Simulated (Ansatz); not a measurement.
**hcp Cd**

These are LDA (Ansatz, a quantum-chemistry and plane-wave program, plane waves, PAW) values and carry that method's errors.

Settings: plane-wave cutoff 500 eV, 10×12×1 k mesh (along the axes of the cell as run), Fermi–Dirac smearing 0.1 eV, scalar-relativistic PAW data made under PBE.

Cell: relaxed at this level.

surface energy of the (11-20) face: 0.88 J/m²
work function of the (11-20) face: 4.26 eV

The slab of 20 atoms is relaxed and unreconstructed.

Computed values are for the static lattice.

It cost around 90 core-minutes (rough) of CPU time.
